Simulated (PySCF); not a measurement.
# C6H8 (Bicyclo[2.2.0]hex-1(4)-ene): the cost of one run

Programs: PySCF 2.14.0, with density-fitted response routines of our own. Each step states its level of theory. These are calculated values for one molecule in the gas phase, unless marked as measured. Atoms are numbered from 0 throughout.

**1. The molecule as given**

14 atoms, charge 0, multiplicity 1; geometry from: MMFF94s. The atoms were then displaced at random by about 0.03 Å, so the start is not that level's minimum.

Bonds of the start (Å): C0–C1 1.57, C1–C2 1.55, C2–C3 1.40, C3–C4 1.62, C4–C5 1.59, C3–C0 1.46, C5–C2 1.45, C0–H6 1.03, C0–H7 1.19, C1–H8 1.15, C1–H9 1.11, C4–H10 1.07, C4–H11 1.09, C5–H12 1.15, C5–H13 1.12.

**2. Optimising the geometry at PBE0-D3(BJ)/def2-SVP**

The job: settings as JSON, then the geometry in Å.

```
{"job": {"xc": "PBE0", "basis": "def2-SVP", "d3": "d3bj", "grid": 1, "shake": 0.03, "kind": "geom"}, "charge": 0, "multiplicity": 1}
C      1.655120    -0.025470    -0.431370
C      1.222820     0.111010     1.069530
C     -0.201610     0.352580     0.508540
C      0.252230    -0.392450    -0.585940
C     -1.260250    -0.145480    -1.107480
C     -1.594840    -0.036180     0.441980
H      2.396040    -0.690200    -0.685980
H      1.902450     1.021960    -0.933290
H      1.711010     0.970060     1.665140
H      1.388140    -0.806880     1.675760
H     -1.784660    -0.949020    -1.576320
H     -1.382630     0.806240    -1.621080
H     -2.418190     0.733110     0.678990
H     -1.905070    -0.993090     0.944730
```

Command:

```
> OMP_NUM_THREADS=1 python probes_run.py task.json out
```

This one command runs all jobs of the session in turn.

**Question.** How long does this first job take on 1 thread of Arm Neoverse V1, shared host, and how much memory does it need?

About 1.7 min, with a peak of 0.48 GiB.
